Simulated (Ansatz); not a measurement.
The input, for Ansatz 0.2.0:

```yaml
crystal:
  periodic: [false, false, false]
  atoms:
    - {symbol: Ge, position_ang: [0.003418, -0.020575, -0.000203]}
    - {symbol: H, position_ang: [-0.161457, 0.757618, -1.323010]}
    - {symbol: H, position_ang: [-0.084836, 0.725194, 1.337612]}
basis:
  gaussian: {orbitals: cc-pVDZ}
magnetization: {spin_polarized: false, initial_magnetization: 2}
correlation: {method: bccd_t, electrons: outside_noble_gas}
scf: {lower_state_search: light}
output: {forces: true}
```

```sh
$ ansatz run in.yaml --threads 1 --pin off --events-out ev --progress --plain --max-ram 2393MiB
```

Output:

```
413 factors; integrals over basis functions are off by at most 1.2e-3 eV
mean field evaluation 1: about -56501.8762 eV, gradient 7.2e0 eV
mean field evaluation 2: about -56501.8774 eV, gradient 7.2e0 eV
mean field evaluation 4: about -56502.4475 eV, gradient 7.2e-1 eV
mean field evaluation 8: about -56502.4538 eV, gradient 6.6e-4 eV
mean field evaluation 16: about -56502.4538 eV, gradient 2.1e-6 eV
mean field -56502.45384838 eV, -2076.4268801893 hartree, gradient 2.1e-6 eV, S^2 2.000000; 0 other end points of the search recorded, 0 dependent functions left out
14 core orbitals not correlated: weight in the atoms' cores, before any rotation towards them, 0.999 or more for the frozen orbitals, at most 0.000 for the correlated occupied ones
reference -56502.45384838 eV, -2076.4268801893 hartree; 4, 2 occupied and 19, 21 virtual orbitals, 413 factors
second order -1.90226649 eV of doubles, -0.03041757 eV of singles
cycle   1  -2.34393820 eV  change   -4.1e-1 eV  update   5.0e-2
cycle   2  -2.49470130 eV  change   -1.5e-1 eV  update   2.0e-2
cycle   3  -2.49944767 eV  change   -4.7e-3 eV  update   6.3e-3
cycle   4  -2.49932737 eV  change    1.2e-4 eV  update   1.7e-3
cycle   5  -2.49873727 eV  change    5.9e-4 eV  update   5.3e-4
cycle   6  -2.49877881 eV  change   -4.2e-5 eV  update   1.7e-4
cycle   7  -2.49886966 eV  change   -9.1e-5 eV  update   4.8e-5
cycle   8  -2.49884268 eV  change    2.7e-5 eV  update   1.5e-5
cycle   9  -2.49884450 eV  change   -1.8e-6 eV  update   5.5e-6
cycle  10  -2.49884533 eV  change   -8.3e-7 eV  update   2.0e-6
perturbative correction -0.04920332 eV, -0.0018081886 hartree
the calculation of the forces begins
Total energy: -56505.00189703 eV, -2076.5205192500 hartree
Atom 0 at     0.003418    -0.020575    -0.000203 Å, force     0.022130    -0.155854    -0.141875 eV/Å
Atom 1 at    -0.161457     0.757618    -1.323010 Å, force    -0.007766     0.039168    -0.046671 eV/Å
Atom 2 at    -0.084836     0.725194     1.337612 Å, force    -0.014365     0.116686     0.188546 eV/Å
Dipole moment:     0.002037    -0.011939     0.001912 e Å
```

Forces (eV/Å):
```
Ge   0.022 -0.156 -0.142
H   -0.008  0.039 -0.047
H   -0.014  0.117  0.189
```

Ran on 1 thread of Intel Xeon Platinum 8375C, shared host: 1.2 s wall, 0.21 GiB peak host memory.
